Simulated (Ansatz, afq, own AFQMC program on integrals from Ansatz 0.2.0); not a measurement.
**Where AFQMC and coupled cluster stand for SiH5O, doublet**

```yaml
atoms:
  - { symbol: O, position_ang: [-1.7737, -0.0190, 0.0000] }
  - { symbol: H, position_ang: [-2.0230, 0.9076, 0.0000] }
  - { symbol: H, position_ang: [-0.7197, -0.0190, 0.0000] }
  - { symbol: Si, position_ang: [0.9573, -0.0190, 0.0000] }
  - { symbol: H, position_ang: [1.4073, -1.4353, 0.0000] }
  - { symbol: H, position_ang: [1.4073, 0.6891, -1.2265] }
  - { symbol: H, position_ang: [1.4073, 0.6891, 1.2265] }
```

Basis cc-pVDZ. Only valence electrons are correlated. Integrals, coupled cluster, full CI and functionals: Ansatz 0.2.0; the random walks run on the same integrals in our own AFQMC program. The CISD trial takes its coefficients from CCSD amplitudes. Released means that phaseless walkers are propagated on without the constraint, phases kept. ± is one standard error of the sampling.

Determinant: UHF, the one that the program's search chose, which needn't be the lowest solution. The geometry is a point of a scan.

No full CI on the walks' own integrals is used here; CCSDT(Q) serves as the reference and is uncertain by about the last step of the cluster series.

Cautions: the released energies move by 1.5 errors or more from one time to the next, so no released level is given (meV from the phaseless value at times in 1/Eh: -7 ± 3 at 0.24, -10 ± 4 at 0.51, -6 ± 4 at 0.99, -17 ± 5 at 1.50), though the last usable value meets CCSDT(Q) within the noise.

- T1 diagnostic: 0.0139
- weight of the determinant in the CISD state: 0.875
- ⟨S²⟩ of the determinant: 0.767
- size of the correlated space: 15 electrons in 51 orbitals

```json
{"level": "MP2", "correlation energy (eV)": "-8.3953"}
{"level": "CCSD", "correlation energy (eV)": "-9.3768"}
{"level": "CCSD(T)", "correlation energy (eV)": "-9.5646"}
```

(1) Estimate where phaseless AFQMC with a CISD trial lies against CCSD(T) on the same integrals.

(1) 34.4 ± 4.4 meV below CCSD(T).

Reference: CCSDT(Q), correlation energy -9.608 eV.

```csv
level,E − E(reference) (meV),share of correlation (%)
CCSD(T),43.0,99.55
CCSDT,18.6,99.81
ph-AFQMC/CISD,8.7 ± 4.4,99.91
```

A walk keeps the symmetry of its determinant, which the program's search chose and which needn't be the lowest solution, so a lower state of the same spin and another symmetry isn't excluded.
